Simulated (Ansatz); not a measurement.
# CH2N+ (SMILES C#[NH+]): one structure at several levels

Aim: energy, forces and dipole at a structure displaced at random from a GFN2-xTB minimum, from CCSD(T) and from density functionals.

Method: single points in def2-TZVPP; program: Ansatz 0.2.0, Gaussian basis.

Cores are frozen in the correlated methods.

### Step 1. Starting geometry

SMILES `C#[NH+]`, 4 atoms, charge 1, spin multiplicity 1.

Atoms are counted from 1 here; the program's logs count them from 0.

Bond lengths: C1–N2 1.203 Å, C1–H3 1.110 Å, N2–H4 1.073 Å. Angles: N2–C1–H3 177.3°, C1–N2–H4 177.5°.

As a file:

```xyz
4

C    -0.37920   -0.30810    0.32160
N     0.40710    0.31670   -0.33990
H    -1.13800   -0.88460    0.89160
H     1.13810    0.87150   -0.89500
```

### Step 2. CCSD(T)/def2-TZVPP

The input, run/in.yaml:

```yaml
crystal:
  periodic: [false, false, false]
  atoms:
    - {symbol: C, position_ang: [-0.379200, -0.308100, 0.321600]}
    - {symbol: N, position_ang: [0.407100, 0.316700, -0.339900]}
    - {symbol: H, position_ang: [-1.138000, -0.884600, 0.891600]}
    - {symbol: H, position_ang: [1.138100, 0.871500, -0.895000]}
basis:
  gaussian: {orbitals: def2-TZVPP}
total_charge: 1
correlation: {method: ccsd_t}
output: {forces: true}
```

No record of the launch command was kept for these runs.

### Step 3. PBE0-D4/def2-TZVPP

Edit run/in.yaml of step 2 so:

```diff
@@ -10,3 +10,3 @@
 total_charge: 1
-correlation: {method: ccsd_t}
-output: {forces: true}
+hamiltonian: {xc: pbe0, dispersion: d4}
+output: {forces: true, orbitals: {seedname: orbitals}}
```

### Step 4. wB97M-V/def2-TZVPP

Edit run/in.yaml of step 3 so:

```diff
@@ -10,3 +10,3 @@
 total_charge: 1
-hamiltonian: {xc: pbe0, dispersion: d4}
-output: {forces: true, orbitals: {seedname: orbitals}}
+hamiltonian: {xc: {name: wB97M-V}}
+output: {forces: true}
```

### Step 5. r2SCAN-D4/def2-TZVPP

Edit run/in.yaml of step 4 so:

```diff
@@ -10,3 +10,3 @@
 total_charge: 1
-hamiltonian: {xc: {name: wB97M-V}}
+hamiltonian: {xc: r2scan, dispersion: d4}
 output: {forces: true}
```

### Step 6. PBE-D4/def2-TZVPP

Edit run/in.yaml of step 5 so:

```diff
@@ -10,3 +10,3 @@
 total_charge: 1
-hamiltonian: {xc: r2scan, dispersion: d4}
+hamiltonian: {xc: pbe, dispersion: d4}
 output: {forces: true}
```

### Step 7. LC-wPBE/def2-TZVPP

Edit run/in.yaml of step 6 so:

```diff
@@ -10,3 +10,3 @@
 total_charge: 1
-hamiltonian: {xc: pbe, dispersion: d4}
+hamiltonian: {xc: {name: LC-wPBE}}
 output: {forces: true}
```

### Step 8. revPBE-D4/def2-TZVPP

Edit run/in.yaml of step 7 so:

```diff
@@ -10,3 +10,3 @@
 total_charge: 1
-hamiltonian: {xc: {name: LC-wPBE}}
+hamiltonian: {xc: {name: revPBE}, dispersion: d4}
 output: {forces: true}
```

(Steps that only read results are left out.)

Q: Predict the outcome of this session. Wanted: energy less free atoms, CCSD(T)/def2-TZVPP; RMS force component; RMS force error; HOMO and LUMO, PBE0-D4; T1 diagnostic.

The runs gave:

| quantity | value |
| --- | --- |
| energy less free atoms, CCSD(T)/def2-TZVPP | -157.8 kcal/mol |
| RMS force component | 2.217 to 3.117 eV/Å over the methods |
| RMS force error | PBE0-D4 0.707, wB97M-V 0.720, r2SCAN-D4 0.515, PBE-D4 0.204, LC-wPBE 0.937, revPBE-D4 0.124 eV/Å |
| HOMO and LUMO, PBE0-D4 | -18.95 and -8.64 eV |
| T1 diagnostic | 0.018 |

What this shows: Against CCSD(T) the functionals' energies less atoms differ by -24.5 to -3.4 kcal/mol, PBE-D4 by -24.5 kcal/mol. A larger basis would deepen the CCSD(T) value, while the functionals are nearly converged already, so the order here is not reliable. The forces of revPBE-D4 come nearest to CCSD(T), those of LC-wPBE are farthest. Frozen-core CCSD(T) forces in triple zeta carry basis errors of their own, and this is one geometry, so small gaps rank nothing. The restricted Hartree–Fock reference is unstable towards an unrestricted one at one or more of these structures.
